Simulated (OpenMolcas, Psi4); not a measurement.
## The same job for OpenMolcas

This Psi4 1.11 job computes CH6BN (SMILES CBN):

job.json:
```json
{
 "schema_name": "qcschema_input",
 "schema_version": 1,
 "molecule": {
  "schema_name": "qcschema_molecule",
  "schema_version": 2,
  "symbols": ["C", "B", "N", "H", "H", "H", "H", "H", "H"],
  "geometry": [-1.25723479, 1.43184548, -1.11550533, 0.86814018, -0.53460352, -0.48414783, 1.12022965, -1.59266118, 1.90994619, -2.44133718, 0.73850497, -2.66564767, -0.42443249, 3.19779455, -1.80336564, -2.49424951, 1.88764743, 0.4767779, 2.35988998, -1.19581869, -2.06509271, 2.46836026, -2.85537617, 2.35252005, -0.0317474, -1.16482718, 3.36220072],
  "molecular_charge": 0,
  "molecular_multiplicity": 1,
  "fix_symmetry": "c1"
 },
 "driver": "gradient",
 "model": {
  "method": "scf",
  "basis": "3-21G"
 },
 "keywords": {
  "reference": "rhf",
  "puream": true,
  "e_convergence": 1e-09,
  "d_convergence": 1e-08,
  "scf_type": "pk",
  "scf_properties": ["MULLIKEN_CHARGES", "DIPOLE", "QUADRUPOLE"]
 }
}
```

```bash
$ psi4 --qcschema job.json -n 1 --memory 2200MB
```

Geometry: relaxed at PBE0-D4/def2-TZVP.

It gives a total energy of -119.882291 Eh.

Q: How is this level of theory, on these atoms, set up in OpenMolcas 26.06 as an input file of the program's own?

A: One way, which was run:

job.inp:
```
&gateway
 baslib=$CurrDir
 basisset
 C.3-21G....
 C1 -0.665300 0.757700 -0.590300 angstrom
 End of Basis
 basisset
 B.3-21G....
 B2 0.459400 -0.282900 -0.256200 angstrom
 End of Basis
 basisset
 N.3-21G....
 N3 0.592800 -0.842800 1.010700 angstrom
 End of Basis
 basisset
 H.3-21G....
 H4 -1.291900 0.390800 -1.410600 angstrom
 H5 -0.224600 1.692200 -0.954300 angstrom
 H6 -1.319900 0.998900 0.252300 angstrom
 H7 1.248800 -0.632800 -1.092800 angstrom
 H8 1.306200 -1.511000 1.244900 angstrom
 H9 -0.016800 -0.616400 1.779200 angstrom
 End of Basis

&seward

&scf
 thresholds=1e-10 1e-07 1e-07 1e-05
 prorbitals=1 2

&alaska
```

```bash
$ export MOLCAS_MEM=1860
$ pymolcas job.inp > job.log
```

(Basis files named in the input come from the Basis Set Exchange and aren't shown.)

Its energy is -119.882291 Eh, the same as the first but for the last digit, at most.
